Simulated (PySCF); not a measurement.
Job file and geometry (Å, from PBE0-D3(BJ)/def2-SVP) of a spin–spin coupling run on SMILES C1CCC1, C4H8, B3LYP/pcJ-1 indirect spin-spin coupling, non-relativistic, gas phase (PySCF); density fitting, a coarse starting grid and PySCF grid level 2 are the driver's defaults:

```
$ OMP_NUM_THREADS=1 python probes_run.py task.json out

{"job": {"kind": "j", "xc": "B3LYP", "basis": "pcJ-1"}, "charge": 0, "multiplicity": 1}
C      0.301322     0.868836    -0.572766
C      1.036623    -0.277056     0.150401
C     -0.313594    -0.711783     0.754343
C     -1.024346     0.119610    -0.332094
H      0.348385     1.808919    -0.000916
H      0.586858     1.087977    -1.612996
H      1.425275    -1.024210    -0.559343
H      1.848735    -0.010597     0.843967
H     -0.532493    -1.789433     0.802996
H     -0.466883    -0.286671     1.758735
H     -1.306661    -0.498456    -1.198885
H     -1.903426     0.711441    -0.034486
```

Q: Write the output of this run.

A: 
```
coarse grid: 9304 points
cycle   1  E = -157.1493510330  dE =  2.419e-01  |g| = 3.861e-01  |ddm| = 2.543e+00
cycle   2  E = -157.1210206619  dE =  2.833e-02  |g| = 5.163e-01  |ddm| = 7.664e-01
cycle   3  E = -157.1898741902  dE = -6.885e-02  |g| = 3.351e-02  |ddm| = 4.478e-01
cycle   4  E = -157.1900781956  dE = -2.040e-04  |g| = 7.025e-03  |ddm| = 3.625e-02
cycle   5  E = -157.1900878788  dE = -9.683e-06  |g| = 3.073e-04  |ddm| = 6.796e-03
final grid: 87808 points
cycle   6  E = -157.2255394661  dE = -7.483e-05  |g| = 5.747e-03  |ddm| = 1.979e-02
cycle   7  E = -157.2255325208  dE =  6.945e-06  |g| = 7.753e-03  |ddm| = 1.061e-02
cycle   8  E = -157.2255476362  dE = -1.512e-05  |g| = 2.261e-04  |ddm| = 6.256e-03
cycle   9  E = -157.2255476441  dE = -7.914e-09  |g| = 6.505e-05  |ddm| = 2.597e-04
cycle  10  E = -157.2255476450  dE = -8.259e-10  |g| = 9.167e-06  |ddm| = 6.317e-05
converged SCF energy = -157.2255476450

Indirect spin-spin couplings (Hz)
  i      j    bonds     total        FC       PSO       DSO        SD
  0 C    1 C    1     29.567    28.561     0.818     0.188         -
  0 C    2 C    2     -8.138    -8.021    -0.139     0.022         -
  0 C    3 C    1     29.565    28.559     0.818     0.188         -
  0 C    4 H    1    136.975   135.333     0.856     0.787         -
  0 C    5 H    1    143.010   141.495     0.758     0.756         -
  0 C    6 H    2     -3.922    -4.108     0.384    -0.198         -
  0 C    7 H    2     -2.894    -3.045     0.432    -0.281         -
  0 C    8 H    3     12.018    12.133     0.421    -0.536         -
  0 C    9 H    3      0.907     0.958     0.170    -0.222         -
  0 C   10 H    2     -3.920    -4.106     0.384    -0.198         -
  0 C   11 H    2     -2.893    -3.044     0.432    -0.281         -
  1 C    2 C    1     29.566    28.560     0.818     0.188         -
  1 C    3 C    2     -8.142    -8.025    -0.139     0.022         -
  1 C    4 H    2     -3.918    -4.103     0.384    -0.198         -
  1 C    5 H    2     -2.895    -3.046     0.432    -0.281         -
  1 C    6 H    1    136.977   135.334     0.856     0.786         -
  1 C    7 H    1    143.056   141.542     0.758     0.756         -
  1 C    8 H    2     -2.894    -3.045     0.432    -0.281         -
  1 C    9 H    2     -3.924    -4.109     0.384    -0.198         -
  1 C   10 H    3      0.905     0.956     0.170    -0.222         -
  1 C   11 H    3     12.019    12.134     0.421    -0.536         -
  2 C    3 C    1     29.564    28.558     0.818     0.188         -
  2 C    4 H    3      0.906     0.958     0.170    -0.222         -
  2 C    5 H    3     12.026    12.141     0.421    -0.536         -
  2 C    6 H    2     -3.924    -4.110     0.384    -0.198         -
  2 C    7 H    2     -2.893    -3.044     0.432    -0.281         -
  2 C    8 H    1    143.043   141.529     0.758     0.756         -
  2 C    9 H    1    136.971   135.328     0.856     0.786         -
  2 C   10 H    2     -3.924    -4.110     0.383    -0.198         -
  2 C   11 H    2     -2.893    -3.044     0.432    -0.281         -
  3 C    4 H    2     -3.917    -4.103     0.384    -0.198         -
  3 C    5 H    2     -2.899    -3.050     0.432    -0.281         -
  3 C    6 H    3      0.905     0.957     0.170    -0.222         -
  3 C    7 H    3     12.015    12.130     0.421    -0.536         -
  3 C    8 H    2     -2.895    -3.046     0.432    -0.281         -
  3 C    9 H    2     -3.920    -4.106     0.384    -0.198         -
  3 C   10 H    1    136.969   135.326     0.856     0.787         -
  3 C   11 H    1    143.042   141.528     0.758     0.756         -
  4 H    5 H    2    -12.496   -12.621     2.491    -2.365         -
  4 H    6 H    3     11.969    12.068     2.591    -2.690         -
  4 H    7 H    3      9.753     9.823     0.139    -0.208         -
  4 H    8 H    4     -1.248    -1.108     2.140    -2.280         -
  4 H    9 H    4     -0.583    -0.463    -0.134     0.014         -
  4 H   10 H    3     11.973    12.072     2.591    -2.690         -
  4 H   11 H    3      9.754     9.824     0.139    -0.209         -
  5 H    6 H    3      9.759     9.829     0.138    -0.208         -
  5 H    7 H    3      1.841     1.959     1.740    -1.858         -
  5 H    8 H    4      4.560     4.683     1.797    -1.920         -
  5 H    9 H    4     -1.249    -1.109     2.140    -2.280         -
  5 H   10 H    3      9.760     9.830     0.138    -0.207         -
  5 H   11 H    3      1.841     1.959     1.740    -1.858         -
  6 H    7 H    2    -12.477   -12.603     2.492    -2.367         -
  6 H    8 H    3      9.754     9.823     0.138    -0.208         -
  6 H    9 H    3     11.966    12.065     2.591    -2.690         -
  6 H   10 H    4     -0.585    -0.464    -0.135     0.015         -
  6 H   11 H    4     -1.249    -1.109     2.140    -2.280         -
  7 H    8 H    3      1.839     1.957     1.740    -1.858         -
  7 H    9 H    3      9.752     9.822     0.138    -0.208         -
  7 H   10 H    4     -1.249    -1.109     2.140    -2.280         -
  7 H   11 H    4      4.560     4.683     1.797    -1.920         -
  8 H    9 H    2    -12.479   -12.605     2.492    -2.366         -
  8 H   10 H    3      9.755     9.825     0.138    -0.207         -
  8 H   11 H    3      1.839     1.957     1.740    -1.858         -
  9 H   10 H    3     11.970    12.069     2.591    -2.690         -
  9 H   11 H    3      9.754     9.824     0.139    -0.208         -
 10 H   11 H    2    -12.484   -12.610     2.492    -2.366         -
```

Size and cost of the density-fitted run: 188 basis functions, roughly 8 core-seconds.
